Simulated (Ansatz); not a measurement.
Ga2O3, treated with PBE in Ansatz (PAW).

Numerical settings: plane-wave cutoff 520 eV, 12×12×6 k mesh (along the axes of the cell as run), Fermi–Dirac smearing 0.01 eV, scalar-relativistic PAW data made under PBE.

Starting structure:

```yaml
crystal:
  lattice:
    - [6.12350, 1.52200, 0.00000]
    - [-6.12350, 1.52200, 0.00000]
    - [-1.39324, 0.00000, 5.64419]
  atoms:
    - { symbol: Ga, position: [0.90951, 0.09049, 0.70552] }
    - { symbol: Ga, position: [0.09049, 0.90951, 0.29448] }
    - { symbol: Ga, position: [0.65866, 0.34134, 0.81391] }
    - { symbol: Ga, position: [0.34134, 0.65866, 0.18609] }
    - { symbol: O, position: [0.82640, 0.17360, 0.93650] }
    - { symbol: O, position: [0.17360, 0.82640, 0.06350] }
    - { symbol: O, position: [0.83540, 0.16460, 0.39100] }
    - { symbol: O, position: [0.16460, 0.83540, 0.60900] }
    - { symbol: O, position: [0.49630, 0.50370, 0.75660] }
    - { symbol: O, position: [0.50370, 0.49630, 0.24340] }
```

Into what structure does the relaxation of cell and atoms lead at this level, with the symmetry of the start kept?

The volume rises by 4.2 %; final space group C2/m.
```yaml
crystal:
  lattice:
    - [6.22811, 1.54164, 0.01385]
    - [-6.22811, 1.54164, -0.01385]
    - [-1.40427, 0.00000, 5.70690]
  atoms:
    - { symbol: Ga, position: [0.91010, 0.08990, 0.70530] }
    - { symbol: Ga, position: [0.08990, 0.91010, 0.29470] }
    - { symbol: Ga, position: [0.65851, 0.34149, 0.81417] }
    - { symbol: Ga, position: [0.34149, 0.65851, 0.18583] }
    - { symbol: O, position: [0.82629, 0.17371, 0.93566] }
    - { symbol: O, position: [0.17371, 0.82629, 0.06434] }
    - { symbol: O, position: [0.83650, 0.16350, 0.39083] }
    - { symbol: O, position: [0.16350, 0.83650, 0.60917] }
    - { symbol: O, position: [0.49604, 0.50396, 0.75671] }
    - { symbol: O, position: [0.50396, 0.49604, 0.24329] }
```

Note: the relaxation could not lower the start's symmetry, so the cell can be a saddle point above a distorted one; the volume lies 5 % above that of the published cell.

Ansatz is a quantum-chemistry and plane-wave program.
